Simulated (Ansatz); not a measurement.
Job for Ansatz (an electronic-structure program): R-CCSD(T)/aug-cc-pVTZ on CH2 (SMILES [CH2]), atoms moved off the minimum.

Ansatz 0.2 input:
```yaml
crystal:
  periodic: [false, false, false]
  atoms:
    - {symbol: C, position_ang: [-0.04373891, 0.17188491, 0.01328111]}
    - {symbol: H, position_ang: [-0.85549265, -0.54467577, 0.04553899]}
    - {symbol: H, position_ang: [0.82058881, -0.49566239, -0.04895455]}
basis:
  gaussian:
    orbitals: aug-cc-pVTZ
magnetization: {spin_polarized: false}
correlation: {method: ccsd_t, electrons: outside_noble_gas}
scf: {lower_state_search: off}
output: {forces: true}
```

Question: What total energy does the run end on?

Answer: -39.0639 hartree (reference determinant -38.8933, T1 diagnostic 0.009).

Question: How many basis functions does it have, and what does it roughly cost on one machine?

Answer: 92 functions; roughly 6 core-seconds.
